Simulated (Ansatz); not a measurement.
Geometry optimisation, RKS BHLYP-D4/def2-SVP in Ansatz.

The input (input.yaml):

```yaml
crystal:
  periodic: [false, false, false]
  atoms:
    - { symbol: Al, position_ang: [0.024342, -0.534232, -0.384227] }
    - { symbol: H, position_ang: [0.006967, 0.09098, 2.299744] }
    - { symbol: H, position_ang: [1.39776, 0.143872, -0.673362] }
    - { symbol: H, position_ang: [-1.381422, 0.080152, -0.659403] }
    - { symbol: Cl, position_ang: [0.075251, -2.568607, 0.429662] }
    - { symbol: H, position_ang: [0.026201, -0.592965, 2.085587] }
basis:
  gaussian: { orbitals: def2-SVP }
hamiltonian:
  xc: { name: BHLYP }
  dispersion: d4
relax:
  f_tol: 0.03
  max_steps: 50
output:
  orbitals: {}
```

Command:

```bash
$ ansatz run input.yaml --threads 1 --pin off --max-ram 2048MiB --backend cpu --events-out ev --progress --plain --runs-dir out
```

Q: Where does it end, and by what steps?

A: The forces met the threshold. After 7 steps the energy has fallen by 0.154 eV; H2 moved furthest, 0.38 Å.

```csv
step,energy less start (eV),largest force component (eV/Å),accepted
0,0.0000,1.607,yes
1,-0.0641,1.631,yes
2,-0.0912,1.167,yes
3,-0.1339,0.228,yes
4,-0.1465,0.172,yes
5,-0.1526,0.096,yes
6,-0.1538,0.034,yes
7,-0.1539,0.008,yes
```

```xyz
6
Properties=species:S:1:pos:R:3
Al 0.025 -0.607 -0.220
H 0.007 0.238 1.950
H 1.390 0.121 -0.449
H -1.375 0.054 -0.445
Cl 0.076 -2.683 0.172
H 0.026 -0.504 2.090
```

Whether the end is a true minimum wasn't checked by a vibrational analysis.

Run time: 13 s on 1 thread of Arm Neoverse V1 (shared host), peak memory 0.11 GiB.
